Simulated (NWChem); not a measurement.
## Atomisation of C2H3O

SMILES: C[C]=O
```xyz
6

C     -0.0781    -1.1704     0.0000
C      0.4265     0.2485     0.0000
O     -0.1955     1.2672     0.0000
H      0.3310    -1.6939     0.8878
H      0.3310    -1.6939    -0.8878
H     -1.1890    -1.2188     0.0000
```
Charge 0, spin multiplicity 2.

The numbers come from NWChem runs, not from measurements. All single points use one geometry, from UPBE/def2-SVP, a minimum by its harmonic frequencies.

Basis set: def2-TZVP. The atomisation energy is electronic alone: no zero-point, thermal, spin-orbit or counterpoise terms. No value is extrapolated to the basis-set limit. Free atoms are single determinants with multiplicities C 3, O 3, H 2. Correlated methods freeze the same cores in atoms and molecule, 3 orbitals in all.

The structure started from a generated list of species. The unpaired electrons of the parent sit in orbitals of symmetry a' (Cs labels of the run); other states weren't searched. The stability of the SCF solutions was not checked. Open-shell Hartree-Fock references start from PBE0 orbitals.

**Question.** One of these methods gave an atomisation energy of 573.8 kcal/mol. Which?
A. BLYP
B. CAM-B3LYP
C. HF
D. MP2

**Answer.** D, MP2. The others give 583.6 (CAM-B3LYP), 585.4 (BLYP), 413.2 (HF).
